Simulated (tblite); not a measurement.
CH₃S (charge -1).
Bonds: C1–S2. Hydrogens: H3, H4, H5 on C1.

Computed with GFN2-xTB (tblite), gas phase: Langevin dynamics at 600 K from the optimised GFN2-xTB geometry, time step 0.5 fs, friction 0.01 fs⁻¹, 2000 steps.

The start geometry, which sets the zero of energy:
```
atom  x, y, z in Å
C1     -0.129   -0.002   -0.007
S2      1.675    0.036    0.048
H3     -0.543   -0.061    1.006
H4     -0.517    0.903   -0.488
H5     -0.477   -0.873   -0.576
```

**Question.** These frames come from the run, each turned onto the start geometry. Order them by potential energy, lowest first.
A.
```
atom  x, y, z in Å
C1     -0.140   -0.066   -0.077
S2      1.636    0.015    0.060
H3     -0.525    0.056    1.031
H4     -0.543    0.896   -0.395
H5     -0.420   -0.899   -0.636
```
B.
```
atom  x, y, z in Å
C1     -0.154    0.029   -0.020
S2      1.601    0.097    0.062
H3     -0.495   -0.135    1.026
H4     -0.408    0.925   -0.532
H5     -0.536   -0.913   -0.554
```
C.
```
atom  x, y, z in Å
C1     -0.031    0.055   -0.016
S2      1.695    0.015    0.031
H3     -0.608   -0.106    0.966
H4     -0.558    0.855   -0.488
H5     -0.489   -0.817   -0.510
```
D.
```
atom  x, y, z in Å
C1     -0.057   -0.027   -0.107
S2      1.798    0.116    0.078
H3     -0.598   -0.095    0.930
H4     -0.496    0.847   -0.433
H5     -0.638   -0.837   -0.486
```
E.
```
atom  x, y, z in Å
C1     -0.102    0.008   -0.071
S2      1.730    0.050    0.084
H3     -0.539   -0.075    1.000
H4     -0.542    0.932   -0.475
H5     -0.538   -0.912   -0.555
```

**Answer.** E (0.150 eV), B (0.227 eV), C (0.303 eV), A (0.363 eV), D (0.614 eV).

In the order of the answer:

```json
{"t (fs)": "400", "E above start (eV)": "0.150", "largest force (eV/Å)": "2.02", "rms force component (eV/Å)": "0.731", "rms distance from start (Å)": "0.058", "rms bond change (Å)": "0.039", "bond most changed (Å)": "C1–H3 +0.062"}
{"t (fs)": "700", "E above start (eV)": "0.227", "largest force (eV/Å)": "2.21", "rms force component (eV/Å)": "0.859", "rms distance from start (Å)": "0.088", "rms bond change (Å)": "0.039", "bond most changed (Å)": "C1–H5 +0.051"}
{"t (fs)": "975", "E above start (eV)": "0.303", "largest force (eV/Å)": "3.36", "rms force component (eV/Å)": "1.063", "rms distance from start (Å)": "0.082", "rms bond change (Å)": "0.050", "bond most changed (Å)": "C1–S2 -0.078"}
{"t (fs)": "550", "E above start (eV)": "0.363", "largest force (eV/Å)": "4.11", "rms force component (eV/Å)": "1.295", "rms distance from start (Å)": "0.093", "rms bond change (Å)": "0.051", "bond most changed (Å)": "C1–H3 +0.083"}
{"t (fs)": "950", "E above start (eV)": "0.614", "largest force (eV/Å)": "3.60", "rms force component (eV/Å)": "1.383", "rms distance from start (Å)": "0.134", "rms bond change (Å)": "0.061", "bond most changed (Å)": "C1–H3 +0.075"}
```

The cost below is that of the whole dynamics run. Hardware: Intel Xeon Platinum 8259CL at 2.50 GHz, one thread, on a shared host. Cost: 5.8 s, 0.19 GiB resident at most.
